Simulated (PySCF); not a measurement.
SMILES ClF, singlet, CAM-B3LYP/def2-SVP optimised geometry.

```
2

F     -0.82     0.00     0.00
Cl     0.82     0.00     0.00
```

Density from CAM-B3LYP/def2-TZVP run with PySCF at that geometry.

Minimum of the electron density along straight lines between bonded atoms, close to the bond critical point (lines longer than 1.1 times the sum of covalent radii, or with two minima, are not listed):

```json
[
 {"bond": "F1–Cl2", "length / Å": "1.645", "ρ at the minimum / e bohr⁻³": "0.210", "∇²ρ there / e bohr⁻⁵": "-0.13", "position (fraction from the first atom)": "0.53"}
]
```
